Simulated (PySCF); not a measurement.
Species: C6H9 (doublet state).
Structure used (GFN2-xTB), in Å, numbered top down from 1:
```xyz
15
C6H9 angstrom
C     -2.5464    0.3745    0.3977
C     -1.5217    0.2806   -0.7030
C     -0.4440   -0.4288   -0.6546
C      0.6610   -1.1910   -0.5741
C      1.8859   -0.7841   -0.0838
C      2.1540    0.5781    0.4437
H     -2.6464    1.4097    0.7224
H     -3.5171    0.0400    0.0329
H     -2.2556   -0.2375    1.2473
H     -1.7537    0.8764   -1.5833
H      0.5749   -2.2097   -0.9396
H      2.7045   -1.4873   -0.0743
H      1.2566    1.1908    0.4007
H      2.9430    1.0669   -0.1324
H      2.5005    0.5293    1.4786
```

The hyperfine couplings belong to this conformer and change with its torsions.

The species is `CC=[C]/C=C\C` [radical].

Computed, not measured: PySCF 2.14.0, UKS B3LYP, pcH-1 on C H, non-relativistic, mean-field spin-orbit, GIAO. Isolated species at its GFN2-xTB geometry, gas phase. A GFN2-xTB geometry isn't a minimum of the functional, and hyperfine couplings can be far from their values at a DFT geometry. The SCF solution wasn't tested for stability. ⟨S²⟩ is 0.775 where a pure state has 0.75.

Task: The isotropic 1H couplings, averaged over equivalent nuclei, are +98.8, +45.1, -43.9, +15.6, -4.3 MHz. Assign them to H7/H8/H9; H10; H11; H12; H13/H14/H15.

Result: 
| site | a_iso (MHz) | ρ(0) (bohr⁻³) | position | distance from C5 (Å) | bound to | spin population there | largest \|T\| (MHz) |
| --- | --- | --- | --- | --- | --- | --- | --- |
| H7/H8/H9 | -4.3 | -0.0010 | 3 bonds from C3 | 4.98 | C1 | +0.04 | 4.1 |
| H10 | +98.8 | +0.0221 | 2 bonds from C3, on C2 of spin population -0.10 | 4.27 | C2 | -0.10 | 5.6 |
| H11 | +15.6 | +0.0035 | 2 bonds from C3, on C4 of spin population -0.25 | 2.12 | C4 | -0.25 | 6.3 |
| H12 | -43.9 | -0.0098 | 1 bond from C5 | 1.08 | C5 | +0.69 | 26.8 |
| H13/H14/H15 | +45.1 | +0.0101 | 2 bonds from C5 | 2.13 | C6 | -0.05 | 5.8 |

ρ(0) is the spin density at the nucleus and T the dipolar tensor; entries for several nuclei are means. The Mulliken spin populations are largest on C5 (+0.69), C3 (+0.60), C4 (-0.25) and C2 (-0.10). The positive populations add up to 1.44 and the negative ones to -0.44, together 2S = 1. The angles at C5 add up to 360.0°, so it is planar; its axial dipolar tensor and the negative coupling of its proton fit spin in a p orbital normal to that plane. Main spin sites, with 60 % or more of the largest population: C3, C5; positions count bonds from the nearest.

Means are taken over nuclei equivalent by connectivity, which assumes that they swap fast. The three 1H nuclei of mean +45.1 MHz run from 1.9 to 67.8 MHz in the frozen geometry.

The SMILES `CC=[C]/C=C\C` draws the unpaired electron on C3, whose computed spin population is only +0.60.

Time: 86 s (with the writing of density and orbital grids); peak memory 0.85 GiB. Hardware: AMD EPYC, one thread, shared host with 64 logical CPUs at a one-minute load of 58.
